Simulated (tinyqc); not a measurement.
Worked calculation: extended Hueckel theory, for PH2-. The parameters take no account of the charge, which enters only through the electron count, and nothing here shows that the anion is bound. One step of it, computed by the program tinyqc.

Question. Mulliken analysis. P = C n C^T; charge = valence electrons (P 5, H 1) minus the sum of (P S)_ii on the atom; overlap population = 2 sum P_ij S_ij between two atoms.

coefficients:
```
             MO1        MO2        MO3       MO4        MO5        MO6
1P 3s   0.662144   0.000000  -0.487987  0.000000   0.000000   1.059824
1P 3px  0.000000   0.000000   0.000000  1.000000   0.000000   0.000000
1P 3py  0.000000   0.619660   0.000000  0.000000   1.078337   0.000000
1P 3pz  0.090093   0.000000   0.806056  0.000000   0.000000   1.021118
2H 1s   0.289468   0.375811   0.144695  0.000000  -0.858758  -1.005804
3H 1s   0.289468  -0.375811   0.144695  0.000000   0.858758  -1.005804
```

occupations: 2.000000  2.000000  2.000000  2.000000  0.000000  0.000000

overlap S:
```
           1P 3s    1P 3px     1P 3py    1P 3pz     2H 1s      3H 1s
1P 3s   1.000000  0.000000   0.000000  0.000000  0.423208   0.423208
1P 3px  0.000000  1.000000   0.000000  0.000000  0.000000   0.000000
1P 3py  0.000000  0.000000   1.000000  0.000000  0.394421  -0.394421
1P 3pz  0.000000  0.000000   0.000000  1.000000  0.396075   0.396075
2H 1s   0.423208  0.000000   0.394421  0.396075  1.000000   0.119841
3H 1s   0.423208  0.000000  -0.394421  0.396075  0.119841   1.000000
```

Give: charges; Overlap populations.

Answer.

charges: 1P -1.2352, 2H 0.1176, 3H 0.1176

Overlap populations:
```
pair      value
2-1    0.798437
3-1    0.798437
3-2   -0.017499
```
